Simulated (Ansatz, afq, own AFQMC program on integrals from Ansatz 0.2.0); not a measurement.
Fe, quintet → Fe⁺, sextet

A free Fe atom.

E(sextet, charge +1) − E(quintet, charge +0) at this geometry, on UHF and UHF determinants.

Basis def2-TZVPP. Only valence electrons are correlated. AFQMC by an in-house program on the Cholesky factors that Ansatz 0.2.0 writes for its CCSD(T) run. The CISD trial takes its coefficients from CCSD amplitudes. Released means that phaseless walkers are propagated on without the constraint, phases kept. ± is one standard error of the sampling. The metal's outer-core s and p shells are frozen, which shifts wave-function levels against functionals. The errors of all members are added in quadrature.

No full CI on the walks' own integrals is used here; CCSDT(Q) serves as the reference and is uncertain by about the last step of the cluster series. Each member takes its own surest rung, up to full CI.

Errors are counted within def2-TZVPP, not against nature.

Cautions: no relativity below Rb; outer-core shells of the metal frozen; Fe (quintet): the released energies have errors that jump between times, so the bars are unsure, so no released level is given (meV from the phaseless value at times in 1/Eh: -8 ± 3 at 0.24, -166 ± 154 at 0.50, -16 ± 4 at 1.00, -20 ± 3 at 1.50), its ph-AFQMC/CISD value lies 27 ± 3 meV above CCSDT(Q).

```tsv
level	vertical ionization energy (kcal/mol)
MP2	169.5
HF	146.9
```

(1) From these cheaper values, estimate the vertical ionization energy at the reference level in def2-TZVPP.

(1) 176.5 kcal/mol (CCSDT(Q) in def2-TZVPP).

```tsv
level	vertical ionization energy (kcal/mol)	error against CCSDT(Q) (kcal/mol)
CCSD	174.3	-2.2
CCSD(T)	176.2	-0.3
CCSDT	176.5	-0.1
ph-AFQMC/CISD	176.0 ± 0.06	-0.5 ± 0.06
```

Correlation beyond CCSD(T) adds 0.3 kcal/mol. The perturbative (T) step is worth +1.9 kcal/mol.

A walk keeps the symmetry of its determinant, which the program's search chose and which needn't be the lowest solution, so a lower state of the same spin and another symmetry isn't excluded.
